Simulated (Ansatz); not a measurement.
HS−, SMILES `[SH-]`, relaxed with RKS PBE0-D4/def2-TZVPD in the Gaussian-basis code of Ansatz from a GFN2-xTB geometry. The force threshold is 0.005 eV/Å; the program also tests the step.

The species carries charge -1 and has multiplicity 1.

Start:

```xyz
2

S    -0.242   -0.082    0.617
H     0.242    0.082   -0.617
```

Question: By how much does the energy fall, and how many steps does the optimiser take? (An estimate is asked.)

Answer: Ansatz gave: 0.12 kJ/mol, in 2 steps.

Question: Which bonds change most? (Estimate.)

Answer: Ansatz gave: S1–H2 from 1.337 to 1.346 Å.

Question: Give the relaxed structure. (An estimate is asked.)

Answer: Computed: 
```xyz
2

S    -0.244   -0.083    0.622
H     0.244    0.083   -0.622
```
